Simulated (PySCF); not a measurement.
C2H6S, charge +1, multiplicity 2. Atoms are numbered in the order given.

```xyz
9

C      1.3995    -0.0001     0.4800
S      0.0000     0.0000    -0.6221
C     -1.3995     0.0001     0.4800
H      1.3579     0.8939     1.1094
H      2.3007    -0.0045    -0.1294
H      1.3532    -0.8888     1.1164
H     -1.3532     0.8888     1.1164
H     -2.3007     0.0045    -0.1294
H     -1.3579    -0.8939     1.1094
```
Charge +1, spin multiplicity 2.

Geometry: B3LYP-D3(BJ)/def2-TZVP. The spin state was assumed, not searched.

Computed with B3LYP-D3(BJ)/def2-TZVP (PySCF).

Frequencies are harmonic and unscaled.

Computed vibrational spectrum:
```csv
mode,ν (cm⁻¹),IR (km/mol),moving atoms (share of kinetic energy)
1,56,0.0,H 99 %
2,132,0.2,H 85 %
3,286,0.1,"C 46 %, H 35 %, S 19 %"
4,675,0.4,"C 65 %, S 23 %, H 12 %"
5,714,4.3,"C 57 %, S 34 %, H 9 %"
6,828,2.4,"H 84 %, C 13 %"
7,873,0.0,"H 85 %, C 15 %"
8,919,1.5,"H 82 %, C 15 %"
9,1062,14.5,"H 72 %, C 23 %"
10,1323,0.8,"H 89 %, C 11 %"
11,1343,27.2,"H 88 %, C 11 %"
12,1409,0.0,H 95 %
13,1410,2.9,H 95 %
14,1438,45.7,H 96 %
15,1440,13.2,H 96 %
16,3009,42.9,H 97 %
17,3019,16.7,H 98 %
18,3086,0.0,"H 91 %, C 9 %"
19,3088,18.9,"H 91 %, C 9 %"
20,3156,4.3,"H 91 %, C 9 %"
21,3157,19.5,"H 90 %, C 10 %"
```
